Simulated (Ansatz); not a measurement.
**C2H7Al: one species, many methods**

An exercise on one series of results from a longer session: the logs are not shown, and one member is left open.

The runs use Ansatz 0.2.0, Gaussian basis; functionals in def2-TZVPP, the program's frozen cores in correlated methods.

Levels to be run: LDA (SPW92), PBE-D4, revPBE-D4, BLYP-D4, r2SCAN-D4, B97M-V, PBE0-D4, B3LYP-D4, r2SCANh-D4, r2SCAN0-D4, HSE06-D4, BHLYP-D4, CAM-B3LYP-D4, LC-ωPBE, ωB97X-V, ωB97M-V, B2PLYP, PBE-QIDH; CCSD(T)/def2-SVP; CCSD(T)/def2-TZVPP; MP2/def2-QZVPP; extrapolation to the limit; RPA on PBE.

1 further run of the same task is left out (it didn't finish).

## Structure used throughout

The geometry comes from an earlier relaxation with PBE0-D4 in a triple-zeta def2 set; it is a stationary point, not always the lowest conformer.

SMILES `[CH3][AlH][CH3]`, 10 atoms, charge 0, spin multiplicity 1.

Atoms are counted from 1 here; the program's logs count them from 0.

Bond lengths: C1–Al2 1.954 Å, C1–H4 1.095 Å, C1–H5 1.092 Å, C1–H6 1.096 Å, Al2–C3 1.954 Å, Al2–H7 1.595 Å, C3–H8 1.093 Å, C3–H9 1.095 Å, C3–H10 1.096 Å. Angles: Al2–C1–H4 111.1°, Al2–C1–H5 113.4°, Al2–C1–H6 110.4°, H4–C1–H5 108.0°, H4–C1–H6 106.0°, H5–C1–H6 107.6°, C1–Al2–C3 121.2°, C1–Al2–H7 120.2°, C3–Al2–H7 118.5°, Al2–C3–H8 113.4°, Al2–C3–H9 111.0°, Al2–C3–H10 110.5°, H8–C3–H9 107.9°, H8–C3–H10 107.7°, H9–C3–H10 105.9°.

The first run:

in.yaml reads:

```yaml
crystal:
  periodic: [false, false, false]
  atoms:
    - {symbol: C, position_ang: [-1.219069, 0.923611, -0.783252]}
    - {symbol: Al, position_ang: [0.496807, 0.021781, -0.536449]}
    - {symbol: C, position_ang: [0.903909, -0.949004, 1.109748]}
    - {symbol: H, position_ang: [-2.054026, 0.233181, -0.621228]}
    - {symbol: H, position_ang: [-1.336991, 1.368520, -1.773779]}
    - {symbol: H, position_ang: [-1.340336, 1.723706, -0.043581]}
    - {symbol: H, position_ang: [1.605652, 0.078822, -1.681217]}
    - {symbol: H, position_ang: [0.068961, -0.980035, 1.814001]}
    - {symbol: H, position_ang: [1.201854, -1.980854, 0.894349]}
    - {symbol: H, position_ang: [1.756339, -0.490926, 1.624509]}
basis:
  gaussian: {orbitals: def2-TZVPP}
hamiltonian: {xc: lda}
output: {orbitals: {seedname: orbitals}}
```

Steps of the session up to this table: LDA; PBE-D4 (GGA); revPBE-D4 (GGA); BLYP-D4 (GGA); r2SCAN-D4 (meta-GGA); B97M-V (meta-GGA); PBE0-D4 (hybrid); B3LYP-D4 (hybrid); r2SCANh-D4 (hybrid); r2SCAN0-D4 (hybrid); HSE06-D4 (hybrid); BHLYP-D4 (hybrid); CAM-B3LYP-D4 (range-separated); LC-ωPBE-D4 (range-separated; the results give it without D4); ωB97X-V (range-separated); ωB97M-V (range-separated); B2PLYP (double hybrid); PBE-QIDH (double hybrid).

One of the session's tables, all rows but one given; the rest of the session is left out.

It belongs to the step «Orbital energies across the functionals». 

| functional | HOMO (eV) | gap (eV) |
| --- | --- | --- |
| LDA (SPW92) | -6.61 | 4.78 |
| PBE-D4 | -6.49 | 4.88 |
| revPBE-D4 | -6.44 | 4.94 |
| BLYP-D4 | -6.36 | 4.84 |
| r2SCAN-D4 | -6.75 | 5.51 |
| B97M-V | -6.84 | 5.38 |
| PBE0-D4 | -7.76 | 6.93 |
| B3LYP-D4 | -7.54 | 6.47 |
| r2SCANh-D4 | -7.22 | 6.24 |
| r2SCAN0-D4 | -7.94 | 7.32 |
| HSE06-D4 | -7.36 | 6.16 |
| BHLYP-D4 | ? | ? |
| CAM-B3LYP-D4 | -9.14 | 9.20 |
| LC-ωPBE | -10.54 | 11.73 |
| ωB97X-V | -10.16 | 11.20 |
| ωB97M-V | -10.00 | 10.72 |

Estimate the missing values for BHLYP-D4.

Worked estimate for «HOMO (eV)». Against the share of exact exchange, BLYP-D4 (0, -6.36), B3LYP-D4 (0.2, -7.54) give a slope of -5.90 per unit share; at 0.5 the line stands at -9.31.

As computed: HOMO (eV): -8.94; gap (eV): 8.84. In «HOMO (eV)» the line misses by -0.37.
